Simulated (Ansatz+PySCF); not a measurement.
Values are calculated unless marked as measured or tabulated.
Several solutions for singlet Na₂

| atom | x (Å) | y (Å) | z (Å) |
| --- | --- | --- | --- |
| Na | 0.0020 | -0.0251 | -1.5195 |
| Na | 0.0330 | -0.0371 | 1.5571 |

Basis set: def2-SVP (spherical functions). Charge 0, multiplicity 1.

UHF was run from several starts with Ansatz (development build ahead of 0.2.0) and PySCF 2.14.0.

```csv
run,program,start,converged,energy (hartree),<S²>
A,PySCF,"guess minao, instabilities followed",yes,-323.58613,0.38
B,PySCF,"guess atom, instabilities followed",yes,-323.58613,0.38
C,PySCF,"guess huckel, instabilities followed",yes,-323.58613,0.38
D,Ansatz,search for the lowest state,yes,-323.58613,0.38
E,Ansatz,stability test followed,yes,-323.58613,0.38
F,Ansatz,"atomic start, no search",yes,-323.58435,0.00
G,PySCF,"guess 1e, instabilities followed",yes,-323.58613,0.38
H,PySCF,program defaults,yes,-323.58435,0.00
```

Problem. Which runs reached the lowest solution of this kind, and what is wrong with the others?

Solution. A, B, C, D, E, G reached the lowest solution found. Converged but too high: F by 0.05 eV, H by 0.05 eV. Convergence only shows a stationary point, and even a stable one can lie too high; stability tests and further starts are what find lower ones. Caution: the unrestricted determinant is spin contaminated. Caution: the determinant breaks the point group.
